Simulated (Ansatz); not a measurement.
A made-up structure of CH$_{4}$OS, singlet:

O1  (-1.213, -0.422, -0.167)
C2  (-0.151, 0.472, -0.040)
S3  (1.490, -0.299, -0.019)
H4  (-1.039, -0.991, -0.924)
H5  (-0.098, 1.189, -0.868)
H6  (-2.010, -0.771, 0.262)
H7  (1.323, -0.973, 1.131)
(Å)

It is relaxed with PBE-D4/def2-SVP and then PBE0-D4/def2-TZVP (Ansatz 0.2.0). Atoms count as bonded within 1.22 times the sum of their covalent radii (H–H: 0.88 Å). The end point is not checked to be a true minimum.

Problem. Does its bonding change? (A judgement: the text doesn't fix the answer.)

Solution. Computed: Yes. Formed: none; broken: O1–C2.

Where it ends: The first stage lowers the energy by 1.91 eV in 20 steps. It ends as a complex of CH₂S ([CH][SH]) + H₂O:
O1  (-1.495, -1.367, -0.018)
C2  (0.213, 0.940, -0.264)
S3  (1.331, 0.052, 0.537)
H4  (-1.796, -1.787, -0.825)
H5  (0.667, 1.933, -0.410)
H6  (-1.243, -0.457, -0.277)
H7  (0.625, -1.109, 0.633)
(Å)

Labels in which every atom is bracketed show which atoms are joined, not bond orders.

For scale, one of the runs: PBE0-D4/def2-TZVP relaxation, 123 basis functions, launched by `ansatz run in.yaml --threads 2 --pin off --events-out ev --progress --plain --max-ram 4352MiB`. Hardware: 2 CPU threads of an Arm Neoverse V1, shared host. Wall time about 76 s.
